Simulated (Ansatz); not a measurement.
# C2HO: the cost of one run

Method: the levels named in each step, in Ansatz 0.2.0.

## Step 1: Starting point

Bond lengths: C1–C2 1.249 Å, C2–O3 1.178 Å, C1–H4 1.047 Å. Angles: C1–C2–O3 180.0°, C2–C1–H4 180.0°.

Coordinates:

```xyz
4

C     0.0000    0.0000   -0.6573
C     0.0000    0.0000    0.5917
O     0.0000    0.0000    1.7696
H     0.0000    0.0000   -1.7040
```

## Step 2: A rough first relaxation, PBE-D4/def2-SVP

This run stands in another session on the same molecule. It ended at:

```xyz
4

C     0.0000    0.0000   -0.6683
C     0.0000    0.0000    0.6103
O     0.0000    0.0000    1.8056
H     0.0000    0.0000   -1.7477
```

## Step 3: Relaxation, PBE0-D4/def2-TZVPP

This run stands in another session on the same molecule. It ended at:

```xyz
4

C     0.0000    0.0000   -0.6578
C     0.0000    0.0000    0.6004
O     0.0000    0.0000    1.7774
H     0.0000    0.0000   -1.7201
```

## Step 4: Relaxation, CCSD(T)/cc-pV(T+d)Z

input.yaml

```yaml
crystal:
  periodic: [false, false, false]
  atoms:
    - { symbol: C, position_ang: [0.0, 0.0, -0.65778062] }
    - { symbol: C, position_ang: [0.0, 0.0, 0.60043969] }
    - { symbol: O, position_ang: [0.0, 0.0, 1.77742523] }
    - { symbol: H, position_ang: [0.0, 0.0, -1.72009428] }
magnetization:
  spin_polarized: true
  initial_magnetization: 1
basis:
  gaussian: { orbitals: "cc-pV(T+d)Z.json" }
correlation:
  method: ccsd_t
scf:
  omitted_lower_state_checks: [cluster_reference]
relax:
  f_tol: 0.002
  max_steps: 40
```

Run with:

```console
$ ansatz run input.yaml --threads 4 --pin off --max-ram 10240MiB --backend cpu --events-out ev --progress --plain --runs-dir out
```

What time and memory should one allow on 4 threads of Intel Xeon Platinum 8259CL at 2.50GHz (Skylake/Cascade Lake), shared host?

About 2.8 min, with a peak of 1.4 GiB.
